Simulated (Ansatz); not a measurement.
Two structures, one formula

Two relaxed structures of CH$_{3}$BO, singlet (PBE0-D4/def2-TZVP; forces vanish, vibrations not checked).

A:

C1  (-0.327, 0.356, -0.442)
B2  (0.541, -0.558, 0.128)
O3  (1.349, -1.414, 0.716)
H4  (1.920, -1.922, 0.130)
H5  (-0.041, 1.386, -0.613)
H6  (-1.331, 0.080, -0.742)
(Å)

B:

| atom | x (Å) | y (Å) | z (Å) |
| --- | --- | --- | --- |
| C1 | -0.3588 | 0.3121 | -0.2079 |
| B2 | 0.6980 | -0.6072 | 0.4045 |
| O3 | 1.5302 | -1.3312 | 0.8866 |
| H4 | -1.0992 | 0.5966 | 0.5423 |
| H5 | 0.1044 | 1.2208 | -0.5975 |
| H6 | -0.8745 | -0.1912 | -1.0280 |

Ansatz 0.2.0; basis: def2-TZVPP; cores frozen in the correlated methods. B3LYP uses VWN-RPA correlation.

Q: Which structure is lower at CCSD(T), and by how much? (To be estimated.)

A: The calculation gives: B, by 2.004 eV (electronic energy, against the other). By their contacts, A is CH₃BO ([CH2][B][OH]) and B is CH₃BO ([CH3][B][O]).

All methods give the same order:

```tsv
method	E(B) − E(A) (eV)
PBE-D4	-1.919
r2SCAN-D4	-1.928
PBE0-D4	-1.907
B3LYP-D4	-1.934
wB97M-V	-1.926
HF	-1.914
MP2	-2.098
CCSD	-1.984
CCSD(T)	-2.004
```

T1 diagnostic: at most 0.017.

Labels in which every atom is bracketed show which atoms are joined, not bond orders.

For scale, one of the runs: CCSD(T)/def2-TZVPP, 135 basis functions, launched by `ansatz run in.yaml --threads 2 --pin off --events-out ev --progress --plain --max-ram 4352MiB`. The run took 11 s on 2 CPU threads of an Arm Neoverse V1 (shared host), with 0.73 GiB of host memory at its peak.
